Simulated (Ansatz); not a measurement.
Basis-set series for C4H4FN, SMILES `Fc1ccc[nH]1`. The species carries charge 0 and has multiplicity 1. Geometry: relaxed with PBE0-D4/def2-TZVP.

| functional | basis | functions | energy (Eh) | HOMO (eV) | LUMO (eV) |
| --- | --- | --- | --- | --- | --- |
| PBE0-D4 | def2-SVP | 104 | -308.84723 | -6.04 | 1.33 |
| PBE0-D4 | def2-TZVPP | 242 | -309.19473 | -6.11 | 1.09 |
| ωB97M-V | def2-SVP | 104 | -309.06837 | -8.19 | 3.39 |
| ωB97M-V | def2-TZVPP | 242 | -309.42683 | -8.27 | 2.46 |

Problem. Give the rows for def2-QZVPP. (Best estimate.)

Solution. Ansatz gave: 
| functional | basis | functions | energy (Eh) | HOMO (eV) | LUMO (eV) |
| --- | --- | --- | --- | --- | --- |
| PBE0-D4 | def2-QZVPP | 462 | -309.21092 | -6.14 | 0.57 |
| ωB97M-V | def2-QZVPP | 462 | -309.44192 | -8.30 | 1.52 |

Positive LUMOs are unbound and depend on the basis.
